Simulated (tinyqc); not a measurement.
Inside a calculation. Method: Hueckel theory of the pi electrons, for the molecule O=CC(=O)O (SMILES; centres numbered as the heavy atoms are written). Computed by tinyqc, a small Python program that keeps every step. Settings: charge = 0. Command: `OMP_NUM_THREADS=1 python tinyqc.py 24867 24868 out.jsonl` (the two numbers bound the seeds that draw the settings). One thread of a shared host (Intel(R) Xeon(R) Processor @ 2.60GHz), about 0.01 s of CPU time with the checks.

## The Hueckel matrix

Centres:

| centre | z_r, pi electrons of the neutral centre | h |
|---|---|---|
| 1O | 1 | 1.0000 |
| 2C | 1 | 0.0000 |
| 3C | 1 | 0.0000 |
| 4O | 1 | 1.0000 |
| 5O | 2 | 2.0000 |

Bonds:

| i | j | k |
|---|---|---|
| 1 | 2 | 1.0000 |
| 2 | 3 | 1 |
| 3 | 4 | 1 |
| 3 | 5 | 0.8000 |

H_rr = alpha + h_r beta, H_rs = k_rs beta for bonded centres.

Hueckel matrix in units of beta (H = alpha + beta A), lower triangle:
```
        1O      2C      3C      4O      5O
1O  1.0000
2C  1.0000  0.0000
3C  0.0000  1.0000  0.0000
4O  0.0000  0.0000  1.0000  1.0000
5O  0.0000  0.0000  0.8000  0.0000  2.0000
```

## Orbitals

pi electrons, sum of z_r less the charge = 6

Diagonalise; E = alpha + x beta with beta < 0, so the largest x are filled first; degenerate levels share their electrons. P = sum n_i c_ri c_si; each orbital has its largest coefficient positive (the first on a tie).

x values: 2.4982  1.7314  1.3405  -0.0738  -1.4963

occupations: 2.0000  2.0000  2.0000  0.0000  0.0000

coefficients:
```
       MO1      MO2      MO3      MO4      MO5
1O  0.1727   0.6499  -0.4770  -0.5088   0.2476
2C  0.2588   0.4754  -0.1624   0.5464  -0.6182
3C  0.4738   0.1731   0.2593   0.4685   0.6774
4O  0.3162   0.2366   0.7616  -0.4363  -0.2714
5O  0.7607  -0.5154  -0.3145  -0.1807  -0.1550
```

charge and bond-order matrix P, lower triangle:
```
         1O      2C      3C       4O      5O
1O   1.3595
2C   0.8622  0.6386
3C   0.1413  0.3255  0.6433
4O  -0.3096  0.1413  0.7765   1.4720
5O  -0.1072  0.0059  0.3793  -0.2418  1.8866
```

## Energy, charges, bond orders

E = sum n x; q_r = z_r - P_rr; bond order p = P_rs; free valence = sqrt(3) - sum of p over the bonds of the atom.

pi energy = 6 alpha + this times beta = 11.1401

pi charges: 1O -0.3595, 2C 0.3614, 3C 0.3567, 4O -0.4720, 5O 0.1134

Bond orders and lengths from R = 1.517 - 0.180 p (angstrom, C-C alone):

| bond | p | R |
|---|---|---|
| 1-2 | 0.8622 | - |
| 2-3 | 0.3255 | 1.4584 |
| 3-4 | 0.7765 | - |
| 3-5 | 0.3793 | - |

free valence of the carbons: 2C 0.5443, 3C 0.2507

gap between the highest filled and the next level = 1.4142 |beta|
